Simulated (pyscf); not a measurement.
Single points on ωB97X-D3(BJ)/def2-SVP structures (PySCF, gas phase). MP2 and CC: frozen core, UHF for open shells. ΔMP2 is the change of the MP2 total energy from the triple- to the quadruple-zeta basis.

SMILES: [GaH3]
```xyz
4

Ga     0.6641    -0.2475     0.2378
H      1.5438     0.7163    -0.6319
H      1.0480    -0.5247     1.7327
H     -0.5980    -0.9362    -0.3883
```
Charge 0, spin multiplicity 1.

Question: What is the homolytic dissociation enthalpy (298 K, CCSD(T)/def2-TZVPP + ΔMP2(QZVPP)) of the Ga–H bond of `[GaH3]`, to GaH₂• + H•?

Answer: Ga–H to GaH₂• + H•: 82.5 kcal/mol. The radicals are drawn with the spin at the cut bond; how far it spreads was not checked. The CCSD(T) − MP2 part came from Ansatz, without density fitting, on the same reference. The frozen core leaves the outer d or s,p core shells of the metals and heavy elements correlated in the MP2 and CC values, and def2-TZVPP describes them poorly, which can shift differences by a few kcal/mol. Elements up to Kr have no core potential and no relativistic terms here.
